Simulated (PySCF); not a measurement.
**Ionisation energy of He by level of theory**

He 1s2 (1S) → He⁺ 1s1 (2S), as a difference of total energies. Calculation: PySCF 2.14, in an even-tempered Gaussian basis (16 s from 0.09 bohr⁻², ratio 2.2; 7 p from 0.17 bohr⁻², ratio 2.4; 4 d from 0.52 bohr⁻², ratio 2.4; 4 f from 0.78 bohr⁻², ratio 2.4; 3 g from 1.2 bohr⁻², ratio 2.4); no relativity, point nucleus. Correlated levels: nothing frozen; virtual orbitals above 40 to 60 times the deepest correlated orbital energy dropped. The calculations carry no spin-orbit coupling.

```tsv
method	ionisation energy (eV)	error (eV)
UHF	23.448	-1.139
LDA	24.303	-0.284
PBE	24.467	-0.120
PBE0	24.448	-0.139
r2SCAN	24.621	+0.034
BP86	24.860	+0.273
revPBE	24.629	+0.042
MP2 (all electrons)	24.445	-0.142
SCS-MP2 (all electrons)	24.645	+0.058
```

Reference: 24.587 eV (measured; NIST Atomic Spectra Database, ionization energies).
